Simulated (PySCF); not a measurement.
# C3H5N (ethyl cyanide): the cost of one run

Programs: PySCF 2.14.0, with density-fitted response routines of our own. Each step states its level of theory. These are calculated values for one molecule, in the gas phase or a continuum, unless marked as measured. Atoms count from 0, in the outputs and in this text.

## (1) Starting geometry

9 atoms, charge 0, multiplicity 1; geometry from: GFN2-xTB. The atoms were then displaced at random by about 0.01 Å, so the start is not that level's minimum.

Bonds of the start (Å): C0–C1 1.52, C1–C2 1.43, C2–N3 1.19, C0–H4 1.08, C0–H5 1.06, C0–H6 1.11, C1–H7 1.10, C1–H8 1.07.

## (2) Geometry optimisation at PBE0-D3(BJ)/def2-TZVP

What the job is given:

```
{"job": {"xc": "PBE0", "basis": "def2-TZVP", "d3": "d3bj", "grid": 2, "shake": 0.01, "kind": "geom"}, "charge": 0, "multiplicity": 1}
C     -0.943550    -0.321410     0.089440
C      0.291410     0.461290    -0.329730
C      1.445950    -0.099610     0.291250
N      2.417820    -0.551560     0.800540
H     -1.103790    -0.255740     1.152760
H     -0.894810    -1.336030    -0.210000
H     -1.825890     0.138560    -0.396520
H      0.238310     1.522420    -0.039030
H      0.432360     0.424940    -1.392440
```

The run is started by

```bash
$ OMP_NUM_THREADS=1 python probes_run.py task.json out
```

This one command runs all jobs of the session in turn.

**Question.** How long does this first job take on 1 thread of Intel Xeon Platinum 8488C, shared host, and how much memory does it need?

About 38 s, with a peak of 0.65 GiB.
